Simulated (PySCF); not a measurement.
**A search over the determinants of NaSi**

Unrestricted PBE0; PySCF, no relativity, basis sets Na 6-31G(d,p), Si 6-31G(d,p). Outer shells of the fragments: Na 3s1; Si 3s2 3p2.

Followed along the bond (rough minima from three points):

```tsv
2Ms+1	unpaired	⟨S²⟩ at the start	R at minimum (Å)	Te (eV)
4	σ ↑, π ↑↑	3.75	2.71	0.00
2	σ ↓, π ↑↑	1.76	2.78	0.49
2	π ↑	0.77	2.88	0.53
2	σ ↑, π ↑↓	1.76	2.74	0.53
2	σ ↑	0.75	2.73	1.38
```

Solutions found at the starting distance of 2.690 Å, counted from the lowest of them; the search is not exhaustive and high or unbound solutions are not listed, so other states can lie among these:

```tsv
2Ms+1	unpaired	term	E (eV)	⟨S²⟩	⟨Lz²⟩	μ (D)
4	σ ↑, π ↑↑	⁴Σ⁻	0.00	3.75	0.00	-7.23
2	σ ↓, π ↑↑	mixed	0.50	1.76	0.00	-6.79
2	σ ↑, π ↑↓	mixed	0.53	1.76	2.01	-6.97
2	π ↑	²Π	0.58	0.77	1.00	-5.09
2	σ ↑	mixed	1.38	0.75	2.00	-6.63
4	σ ↑↑, π ↑	⁴Π	1.99	3.75	1.00	4.10
2	π ↑	²Π	2.08	0.76	1.02	-7.35
4	σ ↑, π ↑↑	mixed	3.41	3.75	2.01	2.52
4	π ↑↑↑	⁴Π	3.93	3.76	1.00	2.19
```

A term symbol is given only where ⟨S²⟩ and ⟨Lz²⟩ are close to those of a pure state; real π, δ and φ orbitals otherwise mix terms. A positive dipole means Na(−)Si(+).

Counting both spins, an empty level lies below a filled one in some of these solutions, because spin and occupation are held.
